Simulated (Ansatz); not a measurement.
`N[SiH2]S` → NH₃ + `[SiH]S` at 400 K and 1 bar (silylene formation by 1,1-elimination).

Isolated molecules relaxed with PBE0-D4/def2-TZVP in Ansatz; ΔE leaves out vibrations. CCSD(T)/CBS adds triple-zeta CCSD(T) − MP2 to the extrapolated MP2 energy (def2 sets, frozen cores). This one scheme is used for every species. Each species was taken in one conformer, which may not be the lowest.

```json
{"species": "`N[SiH2]S`", "CCSD(T)/CBS energy (Eh)": "-744.61970", "H − E (kJ/mol)": "165.6", "S (J/(mol·K))": "342.7"}
{"species": "NH₃", "CCSD(T)/CBS energy (Eh)": "-56.50880", "H − E (kJ/mol)": "104.2", "S (J/(mol·K))": "203.1"}
{"species": "`[SiH]S`", "CCSD(T)/CBS energy (Eh)": "-688.02937", "H − E (kJ/mol)": "61.1", "S (J/(mol·K))": "271.5"}
```

H − E and S are ideal-gas, rigid-rotor, harmonic terms from PBE0-D4/def2-TZVP, for one conformer and one mirror image of each species. 1 Eh = 2625.50 kJ/mol, R = 8.31446 J/(mol·K).

By hand: ΔE, ΔH, ΔS and ΔG.

ΔE = (-56.50880) + (-688.02937) − (-744.61970) = 0.08153 Eh = 214.1 kJ/mol. Δ(H − E) = 104.2 + 61.1 − 165.6 = -0.3, so ΔH = 213.8 kJ/mol. ΔS = 203.1 + 271.5 − 342.7 = 131.9 J/(mol·K). ΔG = 213.8 − 400 × (131.9)/1000 = 161.0 kJ/mol.

By hand: the equilibrium constant, and the temperature at which ΔG would vanish if ΔH and ΔS stayed fixed.

log₁₀ K = −ΔG/(RT ln 10) = -21.0. ΔG = 0 at ΔH/ΔS = 1621 K.

The number of gas molecules changes by +1, which sets the sign of ΔS. A doubt of 5 kJ/mol in ΔE shifts log₁₀ K by 0.7 here. Other conformers and mirror images would add mixing entropy, several J/(mol·K) or more a flexible species. These are equilibria of isolated gas molecules and say nothing of rates. Largest T1 diagnostic: 0.016 (customary marks: 0.02 for closed shells, 0.045 for open ones).
